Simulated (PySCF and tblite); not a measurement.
The numbers below are computed, except where a source is named.
Rotation: stationary points, barriers and rates

System: diethyl disulfide, C4H10S2, numbered as in [CH3:1][CH2:2][S:3][S:4][CH2:5][CH3:6].

Motion: rotation about the S3–S4 bond (torsion C2–S3–S4–C5 from 91° to 244°, rising). Geometries: GFN2-xTB; energies: PBE0/pcSseg-1 + D3(BJ); zero-point and thermal terms from GFN2-xTB harmonic modes (soft modes blended into free rotors). Rates follow Eyring's equation with the number of equivalent paths and no tunnelling. (PySCF 2.14 with density fitting, tblite 0.8.)

```
 point  symmetry  E(GFN2) kcal/mol  E(DFT) kcal/mol  ZPE change kcal/mol  lowest mode cm⁻¹  dipole D
 start        C2               0.0              0.0                 0.00                44      2.15
saddle        C2               4.7              7.1                -0.01               43i      0.27
   end        C2               1.4              1.3                 0.11                38      2.00
```

```json
{
  "Electronic barrier": "7.1 kcal/mol",
  "Barrier with zero-point energy": "7.1 kcal/mol",
  "ΔH‡ (298 K)": "6.6 kcal/mol",
  "ΔS‡ (298 K, symmetry apart)": "-3.3 cal/(mol K)",
  "Paths": "1 equivalent path",
  "End point": "a different minimum",
  "Mean lifetime of the start against this motion at 298 K": "61 ns",
  "Cost": "63 s on 1 thread of Arm Neoverse V1, shared host (rough), peak memory 0.78 GiB, launched as `OMP_NUM_THREADS=1 python ens_run.py task.json out`"
}
```

| T/K | ΔG‡ kcal/mol | k s⁻¹ | ΔG kcal/mol | k back s⁻¹ |
| --- | --- | --- | --- | --- |
| 150 | 7.3 | 74 | 1.4 | 9550 |
| 200 | 7.4 | 3.5×10⁴ | 1.5 | 1.4×10⁶ |
| 250 | 7.5 | 1.5×10⁶ | 1.5 | 2.8×10⁷ |
| 298 | 7.6 | 1.6×10⁷ | 1.5 | 2×10⁸ |
| 350 | 7.7 | 1.1×10⁸ | 1.5 | 8.8×10⁸ |
| 400 | 7.9 | 4.1×10⁸ | 1.5 | 2.6×10⁹ |
| 500 | 8.2 | 2.8×10⁹ | 1.5 | 1.2×10¹⁰ |

ΔG and ΔG‡ leave out symmetry numbers and mirror images; rates count paths: 1 out, 1 back.
